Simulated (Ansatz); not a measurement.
For trigonal Te, PBE-D4 in Ansatz (plane waves, PAW) gives:

```
Property               Value
-------------------  -------
lattice constant a   4.310 Å
lattice parameter c  5.971 Å
```

**Question.** What does r²SCAN+rVV10 (plane waves, PAW; Ansatz, an electronic-structure program) give for the same quantities?

**Answer.** 
- lattice constant a: 4.470 Å (grows by 3.7 %)
- lattice parameter c: 5.947 Å (decreases by 0.4 %)

For comparison: lattice constant a 4.456 Å (measured, 293 K, not corrected to a static lattice; as tabulated in Wikipedia's data pages); lattice parameter c 5.928 Å (measured, 293 K, no zero-point or thermal correction; as tabulated in Wikipedia's data pages).

Changes are worked out from the printed values.

Unless a cell is named, each level is at its own relaxed cell (PBE-D4 32.02, r²SCAN+rVV10 34.31 Å³/atom).

Ansatz's density-functional and Hartree–Fock values are scalar-relativistic unless marked +SOC, with PAW data made under PBE.
